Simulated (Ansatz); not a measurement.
**H7PSi: a nudged elastic band, and a look at its input**

Aim: a nudged elastic band from the structure below. Read the input with care, then see what the program makes of it. The step meant is a four-centre ligand exchange at charge 0 and multiplicity 1, which changes Si1–P7, H2–H6, Si1–H2, H6–P7.

Program: Ansatz 0.2.0, Gaussian basis. Level of theory: PBE0-D4/def2-SVP. These are calculated values, not measurements.

1 further run of the same task is left out (it didn't finish).

**1. The structure**

```
Si   -1.5037    0.7328   -0.8359
H    -0.7979   -0.4669   -1.3556
H    -2.6264    1.0626   -1.7536
H    -2.0439    0.4498    0.5164
H    -0.5649    1.8802   -0.7802
H     1.2286   -1.9291    1.0544
P     1.4557   -0.5284    1.0625
H     2.4435   -0.6080    2.0789
H     2.4089   -0.5931    0.0132
```

**2. The run**

run/in.yaml

```yaml
crystal:
  periodic: [false, false, false]
  atoms:
    - {symbol: Si, position_ang: [-1.503689, 0.732765, -0.835874]}
    - {symbol: H, position_ang: [-0.797860, -0.466944, -1.355583]}
    - {symbol: H, position_ang: [-2.626447, 1.062589, -1.753561]}
    - {symbol: H, position_ang: [-2.043904, 0.449831, 0.516383]}
    - {symbol: H, position_ang: [-0.564861, 1.880232, -0.780233]}
    - {symbol: H, position_ang: [1.228627, -1.929121, 1.054372]}
    - {symbol: P, position_ang: [1.455749, -0.528377, 1.062459]}
    - {symbol: H, position_ang: [2.443516, -0.607975, 2.078859]}
    - {symbol: H, position_ang: [2.408867, -0.593102, 0.013179]}
basis:
  gaussian: {orbitals: def2-SVP}
hamiltonian: {xc: pbe0, dispersion: d4}
neb:
  images: 5
  climbing: true
  max_iterations: 30
  initial_path: idpp
  final_atoms:
    - {symbol: Si, position_ang: [-0.451448, 0.895569, -0.109981]}
    - {symbol: H, position_ang: [-1.437087, -2.624680, -0.656889]}
    - {symbol: H, position_ang: [-0.759867, 0.546086, -1.520750]}
    - {symbol: H, position_ang: [-1.563910, 0.431098, 0.758399]}
    - {symbol: H, position_ang: [-0.330740, 2.372579, 0.007080]}
    - {symbol: H, position_ang: [1.587923, 0.536147, 1.688999]}
    - {symbol: P, position_ang: [1.417770, -0.212814, 0.493657]}
    - {symbol: H, position_ang: [-0.737641, -2.576297, -0.399362]}
    - {symbol: H, position_ang: [2.275000, 0.632210, -0.261151]}
```

Command:

```sh
$ ansatz run in.yaml --threads 2 --pin off --events-out ev --progress --plain --max-ram 4352MiB
```

Before running it: what results should come out? Wanted: this run.

As calculated:

```
quantity              value
this run      not converged
   fault  end atoms swapped
```

In words: Two like atoms were exchanged in the final structure, so the band follows another path than the intended step.
